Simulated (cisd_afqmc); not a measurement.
Input (AFQMC/CISD/aug-cc-pV(T+d)Z; cisd_afqmc is a phaseless AFQMC code with CISD trial states that reads the integrals written by Ansatz): A basis named .json is the Basis Set Exchange file of that set.

Ansatz 0.2 input:
```python
import cisd_afqmc

open("ham.yaml", "w").write("""\
crystal:
  periodic: [false, false, false]
  atoms:
    - {symbol: Cl, position_ang: [0.00000000, -0.00000006, 1.62313791]}
    - {symbol: C, position_ang: [-0.00000000, 0.00000001, -0.22735809]}
    - {symbol: H, position_ang: [-0.00000000, 1.02632082, -0.55514105]}
    - {symbol: H, position_ang: [0.88881988, -0.51316038, -0.55514110]}
    - {symbol: H, position_ang: [-0.88881988, -0.51316038, -0.55514110]}
    - {symbol: F, position_ang: [-0.00000000, 0.00000010, -2.72930809]}
basis:
  gaussian:
    orbitals: aug-cc-pV_T+d_Z.json
total_charge: -1
magnetization: {spin_polarized: false}
correlation: {method: ccsd, electrons: outside_noble_gas, hamiltonian_folder: ham}
""")
rep = cisd_afqmc.ansatz("ham.yaml")
e_ccsd = rep["correlation"]["coupled_cluster"]["energy"]["hartree"]
out = cisd_afqmc.run("ham", e_ccsd, trial="CISD", walkers=1000, populations=1, threads=12, dt=0.005, steps=40, early=24, settle=10, least=100,
    cut=5e-5, rank_cut=2e-4, target=0.0004, seconds=1000, seed=4, memory=62639, gpu=True)
```

Output:

```
orbitals 209, occupied [11], factors 1120 of 1244, rank of the doubles 560 of 2178
E(HF) = -598.623113
E(CCSD) on the cut factors = -599.324928, shift to the whole factors -0.000011
Energy of the trial state on the determinant = -599.324963
  tau behind 7.2 of longer steps, mean of the populations' last blocks
   2.0  -599.35683
   4.0  -599.35192
   6.0  -599.35338
   8.0  -599.35373
  10.0  -599.35527
  12.0  -599.35709
  14.0  -599.35795
  16.0  -599.35629
  18.0  -599.35729
  20.0  -599.35516
  22.0  -599.35487
  24.0  -599.35534
  26.0  -599.35199
  28.0  -599.35871
  30.0  -599.35694
  32.0  -599.35363
  34.0  -599.35248
  36.0  -599.35374
  38.0  -599.35624
  40.0  -599.35433
  42.0  -599.35604
  44.0  -599.35368
  46.0  -599.35655
blocks 224 (0 outliers left out), error by blocks joined: 1: 0.00022, 2: 0.00026, 4: 0.00031, 8: 0.00034, 16: 0.00038
E(AFQMC/CISD) = -599.35508 +/- 0.00038
```
